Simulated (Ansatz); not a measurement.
This geometry of C$_{2}$H$_{4}$FNO (9 atoms, charge 0, multiplicity 1) is a first-order saddle point.

Theory: RKS PBE-D4/def2-SVP (Ansatz 0.2.0).

```xyz
9
Properties=species:S:1:pos:R:3
N -0.367 0.693 1.675
C 0.358 0.450 0.669
F 1.428 1.251 0.447
C 0.185 -0.575 -0.443
O -0.848 -0.214 -1.341
H -1.151 0.023 1.708
H 1.169 -0.732 -0.944
H -0.118 -1.542 0.011
H -0.567 0.600 -1.799
```

(1) Which two structures does it join? (They come from a converged band through this point; their orientation in space is the band's.)

(2) How far does it lie above each of them?

## Answers

(1) No bond is made or broken. The dihedral N1–C2–C4–O5 goes from 8 to 141°.

Initial state:

```xyz
9
Properties=species:S:1:pos:R:3
N -0.461 0.928 1.430
C 0.437 0.354 0.756
F 1.730 0.468 1.125
C 0.299 -0.519 -0.479
O -1.016 -0.524 -0.985
H -1.371 0.691 0.998
H 1.069 -0.206 -1.223
H 0.556 -1.564 -0.195
H -1.155 0.325 -1.444
```

Final state:

```xyz
9
Properties=species:S:1:pos:R:3
N -0.081 0.605 1.824
C 0.103 0.550 0.578
F 0.487 1.690 -0.060
C 0.043 -0.587 -0.425
O -0.528 -0.211 -1.654
H -0.380 -0.314 2.181
H 1.089 -0.980 -0.533
H -0.565 -1.412 -0.002
H -0.078 0.612 -1.926
```

(2) 0.223 eV above the first and 0.102 eV above the second. This is the barrier of this one path; another mechanism may lie lower.

Run time: 2 min on 1 thread of Arm Neoverse V2, with other jobs on the host, peak memory 0.12 GiB.
